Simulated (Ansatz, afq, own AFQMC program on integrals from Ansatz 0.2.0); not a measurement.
# AFQMC, coupled cluster and functionals along a coordinate of BPN, quartet

```yaml
atoms:
  - { symbol: N, position_ang: [0.0000, 0.0000, 1.5032] }
  - { symbol: B, position_ang: [0.0000, 0.0000, 0.1693] }
  - { symbol: P, position_ang: [0.0000, 0.0000, -1.6724] }
```

The B2–P3 distance is changed with both sides rigid. Energies in kcal/mol count from this geometry (1.842 Å) at the same level; the start stands on UHF, each point on the determinant named.

Basis cc-pVDZ. Only valence electrons are correlated. AFQMC by an in-house program on the Cholesky factors that Ansatz 0.2.0 writes for its CCSD(T) run. ph-AFQMC/CISD is guided by a CISD state made of CCSD amplitudes; releasing the constraint for a short imaginary time cuts its bias at the price of noise, slowly where states lie close. Error bars are statistical, one sigma.

Cautions, each for one point or more: (T) is large; an unrestricted solution with more broken spin lies lower; cluster runs in doubt by the program's own checks; higher spins were not checked; lower spins were not checked; raised T1 diagnostic; released walk and highest rung disagree; strong correlation; the ph-AFQMC/CISD walk drifts between its halves; unrestricted determinant spin contaminated; walk and cluster series may follow different spin states.

| r(B2–P3) / Å | det. | T1 | weight | ⟨S²⟩ | CCSD(T) | ph-AFQMC/CISD | CCSDT(Q) | CCSD | B2PLYP |
| --- | --- | --- | --- | --- | --- | --- | --- | --- | --- |
| 1.480 | UHF | 0.033 | 0.84 | 3.88 | 62.7 | 63.3 ± 0.6 | 63.1 | 62.0 | 57.5 |
| 2.255 | UHF | 0.039 | 0.82 | 3.92 | 13.9 | 14.6 ± 0.8 | 13.7 | 14.5 | 16.3 |
| 4.109 | UHF†¶ | 0.048 | 0.75 | 3.76 | 66.8 | 74.7 ± 1.3 | – | 78.3 | 79.8§ |
| 6.293 | UHF¶ | 0.053 | 0.80 | 5.01 | 71.9 | 74.8 ± 0.8 | 68.3 | 70.8 | 81.1§ |

Weight is that of the determinant in the CISD state; at the start T1 is 0.043 and the weight 0.82, and ⟨S²⟩ is 3.97. ¶ marks points with a poor determinant and no full CI, where no value is sure; they don't count among the departures. A dagger marks points whose determinant fills other symmetries than the start's, so the wave-function levels may follow another state there, or a degenerate partner. A dash marks a missing value, a released energy that hasn't settled or a functional that sits on another state. § marks a functional whose ⟨S²⟩ is too high by over 0.1. Largest departures from phaseless AFQMC with a CISD trial: CCSD(T) -0.7 kcal/mol at 2.255 (on UHF) (within the noise), CCSDT(Q) -0.9 kcal/mol at 2.255 (on UHF) (within the noise), CCSD -1.2 kcal/mol at 1.480 (on UHF) (within the noise), B2PLYP -5.7 kcal/mol at 1.480. The walk's constraint bias lies outside its error bars, so these are departures and not errors. Functionals count only at points shown to share the start's state and spin. In this small basis the wave-function levels are far from their limit, so their gap to the functionals isn't the functionals' error.

Some points may be missing: those where a free walk finds a much lower state, and past Zn most of those on another determinant than at the start.

CCSDT and higher add their correlation energy to the determinant of the CCSD(T) run, since their own runs factorise the integrals more tightly (a shift of under 2 meV). A walk keeps the symmetry of its determinant, which the program's search chose and which needn't be the lowest solution, so a lower state of the same spin and another symmetry isn't excluded.
